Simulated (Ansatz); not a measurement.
# B2H4O, SMILES BBO: vertical energies of changing the electron count

Run with Ansatz 0.2.0, Python API.

Script `ip.py`:
```python
"""Vertical ionisation energy and electron affinity of B2H4O."""

import ansatz


def energy_of(molecule, charge=0, unpaired=0):
    calc = molecule.calculation().basis(gaussian="def2-SVPD").functional("R2SCAN0")
    if charge:
        calc = calc.charge(charge)
    if unpaired:
        calc = calc.spin("collinear", total=unpaired)
    report = calc.run(threads=1, pin="off").report
    if report["published_state_doubts"]:
        print("  doubts:", report["published_state_doubts"])
    return report["free_energy_ev"]


def main() -> None:
    mol = (
        ansatz.Crystal.molecule()
        .atom("B", [-0.8874, 0.161, -0.5943])
        .atom("B", [0.2967, 0.2188, 0.4965])
        .atom("O", [0.9439, -1.0196, 0.8448])
        .atom("H", [-1.1924, -0.7995, -1.113])
        .atom("H", [-1.4837, 1.2045, -0.9085])
        .atom("H", [0.6243, 1.2545, 1.0023])
        .atom("H", [1.7598, -1.0878, 0.2266])
    )

    # delta-SCF style differences, no relaxation
    parent = energy_of(mol, 0, 0)
    cation = energy_of(mol, 1, 1)
    print(f"E(N)   = {parent:.5f} eV")
    print(f"E(N-1) = {cation:.5f} eV  (1 unpaired)")
    print(f"vertical ionisation energy {cation - parent:.3f} eV")
    anion = energy_of(mol, -1, 1)
    print(f"E(N+1) = {anion:.5f} eV  (1 unpaired)")
    print(f"vertical electron affinity {parent - anion:.3f} eV" + ("" if anion < parent else " (unbound in this basis)"))
    print(f"fundamental gap IP - EA = {cation + anion - 2 * parent:.3f} eV")


if __name__ == "__main__":
    main()
```

```console
$ python ip.py
E(N)   = -3458.12956 eV
E(N-1) = -3448.09073 eV  (1 unpaired)
vertical ionisation energy 10.039 eV
E(N+1) = -3459.61190 eV  (1 unpaired)
vertical electron affinity 1.482 eV
fundamental gap IP - EA = 8.556 eV
```

At this unrelaxed geometry removing an electron costs 10.04 eV and adding one releases 1.48 eV.

What to keep in mind:
- Total energies depend on the basis set; only differences at equal settings carry meaning.
- The geometry is a force-field or estimated start, not a minimum of this method, and the basis set is short of its limit. All parts are taken at fixed geometry, without zero-point energy. At an unrelaxed start these energies can be a whole eV from those at the minimum, and a small affinity can change sign.
- Hardware and time: 12 s on 1 thread of Arm Neoverse V2 (shared host), peak memory 0.26 GiB.

(Lines on the test bed's own set-up are left out of the output.)
